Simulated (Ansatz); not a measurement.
**Low-lying states of MgH**

Program: Ansatz, Gaussian basis, development build. State-averaged CASSCF with equal weights; occupations are averaged over the states; levels count from the state that is lowest in CASSCF. Small basis; these aren't basis-limit values. No symmetry is imposed, so a solution can break that of the shape. Lower solutions, or ones in other orbitals, may exist. The average may hold one member of a degenerate pair alone.

Geometry: bond length 1.7300 Å.

Basis def2-SVP, nonrelativistic, 5 orbitals frozen in the corrections; active space CAS(3,5). Averaged: 2 doublets.

CASSCF levels: doublet 0.00, doublet 2.38 eV.

Question: How does SC-NEVPT2 move them?

Answer: doublet 0.00, doublet 2.37 eV, in the same order of listing. The lowest state stays.

Geometry: bond length 2.5950 Å. A bond is stretched, to 1.51 times the sum of the covalent radii.

Basis def2-SVP, nonrelativistic, 1 orbital frozen in the corrections; active space CAS(3,5). Averaged: 2 doublets.

CASSCF levels: doublet 0.00, doublet 1.89 eV.

Question: How does SC-NEVPT2 move them?

Answer: doublet 0.00, doublet 1.79 eV, in the same order of listing. The lowest state stays.
